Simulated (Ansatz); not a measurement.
Strength of the O–C bond: C3H7FO → C2H5O + CH2F

Species: C3H7FO `CCOCF`, singlet; C2H5O (ethoxy radical) `CC[O]`, doublet; CH2F `[CH2]F`, doublet. 

Shapes, held fixed at every level: PBE0-D4/def2-TZVP. Flexible molecules stand in one conformer, not always the lowest. Programs: Ansatz 0.2.0. The zero-point and thermal change to 298 K, harmonic and unscaled (PBE0-D4/def2-TZVP), is -26.9 kJ/mol.

```csv
level,kind,ΔH(298 K) (kJ/mol),less CCSD(T)/CBS estimate
MP2/def2-SVP,perturbation theory,+416.0,+17.0
PBE-D4/def2-TZVPP,GGA,+373.1,-25.9
wB97M-V/def2-TZVPP,range-separated hybrid,+387.0,-12.0
wB97X-V/def2-TZVPP,range-separated hybrid,+383.9,-15.1
B2PLYP/def2-TZVPP,double hybrid,+374.3,-24.7
CCSD(T)/def2-TZVPP,coupled cluster or CI,+387.9,-11.1
CCSD(T)/CBS estimate,coupled cluster or CI,+399.0,0.0
```

The highest level, CCSD(T)/CBS estimate, gives ΔH(298 K) = +399.0 kJ/mol; the levels span +373.1 to +416.0. The column of differences is taken from that level and isn't an error. No measured value is set beside it here. Open shells run unrestricted. The CBS estimate extrapolates MP2 from def2-TZVPP and def2-QZVPP and adds CCSD(T) − MP2 in the triple-zeta set, cores frozen.
